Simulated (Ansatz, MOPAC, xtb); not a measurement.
A ladder of methods for CH2BN (SMILES BC#N)

CH2BN, singlet, SMILES `BC#N`. Each level relaxes the structure for itself.

Quantity: the highest harmonic wavenumber at each level's own minimum, in cm⁻¹. The values are calculated.

```tsv
level	kind	program	value (cm⁻¹)
GFN2-xTB	semi-empirical	xtb	2713
MNDO	semi-empirical	MOPAC	3000
PM6-D3H4	semi-empirical	MOPAC	2954
PM6-DH+	semi-empirical	MOPAC	2967
HF/STO-3G	Hartree–Fock	Ansatz	3349
HF/3-21G	Hartree–Fock	Ansatz	2866
HF/6-31G* (Cartesian functions)	Hartree–Fock	Ansatz	2883
SVWN5/def2-TZVP	LDA	Ansatz	2660
PBE/def2-SVP	GGA	Ansatz	2660
PBE-D3(BJ)/def2-TZVP	GGA	Ansatz	2671
```

Harmonic and unscaled. The values span 2660 to 3349 cm⁻¹. Without the sets that lack polarisation functions the rows with a basis span only 2660 to 2883 cm⁻¹.
